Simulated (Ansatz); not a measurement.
CsCl-type TlCl, treated with PBEsol+SOC in Ansatz (plane waves, PAW).

The run printed, among other lines:

```
Crystal: 2 atoms, lattice volume = 56.310 Å³
Basis set: ecut = 520 eV, 1503 PW (Γ), exchange–correlation on 60×60×60 points (8 copies of the dense FFT grid, shifted against one another)
Bands: 28, of which v1, the nominal top of the filled ones, is band 20 counted from 1 (19 counted from 0)
Symmetry: 48 space group operations + 48 with time reversal
k-points: 56 of 1000
Initial density: superposition of atomic densities (chi_scale 0.1, normalization cell, long waves kept (reshape's long-wave potential 0.00 eV rms))
Functional: x = pbesol(κ = 0.804, μ = 0.12345679012345678), c = pbesol(β = 0.046)
SCF 1 converged in 8 iterations: F = -12393.149487 eV  dr2 = 6.89e-12
SCF converged after 8 iterations
Free energy (F): -12393.149487 eV
Internal energy: -12393.149487 eV  (E = F + TS)
E sigma→0 (E₀):  -12393.149487 eV
Fermi energy:    5.843027 eV
--- Stress (GPa, compression-positive) ---
       -1.518298       0.000000       0.000000
        0.000000      -1.518298      -0.000000
        0.000000       0.000000      -1.518298
  P = ⅓ Tr σ = -1.5183 GPa (-15.183 kbar)
```

Task: Write an input file that could have produced this run (the log leaves some choices open).

Result: This is not unique; one that fits is 
Ansatz 0.2 input:
```yaml
crystal:
  lattice:
    - [3.8328990197, 0.0, 0.0]
    - [0.0, 3.8328990197, 0.0]
    - [0.0, 0.0, 3.8328990197]
  atoms:
    - { symbol: Tl, position: [0.0, 0.0, 0.0] }
    - { symbol: Cl, position: [0.5, 0.5, 0.5] }
basis:
  ecutwfc: 520
  ecutrho_ratio: 4
  xc_grid: 2
kpoints:
  mp_grid: { grid: [10, 10, 10] }
hamiltonian:
  xc: pbesol
  dispersion: none
  pseudopotentials: { kind: paw }
scf:
  occupations: { method: fermi_dirac, width: 0.01 }
  convergence: { dr2_threshold: 0.0000000002 }
output:
  forces: true
  stress: true
  eigenvalues: true
magnetization:
  noncollinear: true
  spin_orbit: true
```

The cell is one volume of an energy–volume scan, off the minimum.

The PAW data were made under PBE.

Ansatz is a first-principles code.
